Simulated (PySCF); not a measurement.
PySCF job for dichloromethane (CH₂Cl₂), SMILES ClCCl, B3LYP/pcJ-1. Coordinates come from a r2SCAN-D4/def2-TZVP optimisation.

```python
import numpy as np
from pyscf import gto, scf, dft
from pyscf.prop.ssc import rks as ssc

mol = gto.M(
    atom='''
    Cl   -1.47845390    0.00000000    0.21572025
    C     0.00000000    0.00000000   -0.76510162
    Cl    1.47845390    0.00000000    0.21572025
    H     0.00000000   -0.90001680   -1.37193931
    H     0.00000000    0.90001680   -1.37193931
    ''',
    basis='pcJ-1',
    charge=0,
    spin=0,
    max_memory=1600,
    verbose=3,
)
mf = dft.RKS(mol, xc='b3lyp')
mf.grids.level = 3
mf.conv_tol = 1e-10
mf.max_cycle = 100
mf.kernel()
j = ssc.SSC(mf)
j.with_fcsd = True
j.max_cycle_cphf = 80
j.conv_tol = 1e-7
e11 = j.kernel()
```

Log of the run:

```
converged SCF energy = -953.925016881072
Reduced spin-spin coupling constant K (Hz)
               #0        #1        #2        #3        #4
        0 Cl   0.00000
        1 C  -38.46708   0.00000
        2 Cl  19.81172 -38.46629   0.00000
        3 H    1.66460  23.67674   1.66458   0.00000
        4 H    1.66456  23.67676   1.66456  -0.21509   0.00000
Spin-spin coupling constant J (Hz)
               #0        #1        #2        #3        #4
        0 Cl   0.00000
        1 C  -29.60910   0.00000
        2 Cl   5.94772 -29.60849   0.00000
        3 H    5.09448 185.78940   5.09445   0.00000
        4 H    5.09438 185.78951   5.09438  -6.71094   0.00000
```

The calculation finished and met its thresholds.
